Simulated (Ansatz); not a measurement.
`BBC` → `BB` + `[CH2]` (triplet)  (formal loss of a carbene)

Isolated molecules relaxed with PBE0-D4/def2-TZVP in Ansatz; ΔE leaves out vibrations. CCSD(T)/CBS is the MP2 limit (def2-TZVPP, def2-QZVPP) plus CCSD(T) − MP2 in def2-TZVPP, frozen cores. This one scheme is used for every species. Functionals use def2-TZVPP. B3LYP here is the variant with VWN-RPA as its local correlation; programs differ in this. Triplets are unrestricted, without spin–orbit coupling.

`BBC`:

Cartesian coordinates in Å:
```
B -1.152 0.144 1.123
B -0.059 0.525 -0.037
C 0.923 -0.435 -0.786
H -2.279 -0.180 0.864
H -0.888 0.211 2.293
H -0.031 1.686 -0.374
H 0.995 -1.452 -0.399
H 0.566 -0.496 -1.824
H 1.926 -0.003 -0.859
```

`BB`:

Cartesian coordinates in Å:
```
B -0.409 -0.498 0.497
B 0.409 0.499 -0.496
H -0.168 -0.571 1.671
H -1.293 -1.207 0.101
H 0.056 1.627 -0.702
H 1.404 0.150 -1.071
```

`[CH2]` (triplet):

```xyz
3

C    -0.017   -0.124   -0.246
H     0.861   -0.419    0.307
H    -0.844    0.543   -0.062
```

(1) Is it downhill or uphill in electronic energy at CCSD(T)/CBS, and by how much? (An estimate is asked.)

(2) What do these levels give: B3LYP-D4, r2SCAN0-D4, PBE-QIDH, CCSD(T)/def2-SVP, SCS-MP2/def2-QZVPP, CCSD/CBS(def2)? (Best estimate.)

Largest T1 diagnostic among the species: 0.012.

Results:

(1) Ansatz gave: Uphill: ΔE = +479.9 kJ/mol.

(2) The calculation gave: B3LYP-D4 472.8, r2SCAN0-D4 456.4, PBE-QIDH 477.9, CCSD(T)/def2-SVP 460.3, SCS-MP2/def2-QZVPP 487.9, CCSD/CBS(def2) 468.6 kJ/mol.

From r2SCAN to r2SCAN0 (25 % exact exchange), in def2-TZVPP and without D4, ΔE moves by −4.4 kJ/mol. The D4 term adds +7.3 kJ/mol with B3LYP and +3.9 kJ/mol with PBE0; it sums over pairs of atoms, weighted by their polarisabilities, and B3LYP, whose exchange is more repulsive, gets the larger term. In def2-TZVPP, CCSD(T) changes the Hartree–Fock value by +138.3 kJ/mol (the triples alone add +11.2 kJ/mol) and MP2 by +151.7 kJ/mol.
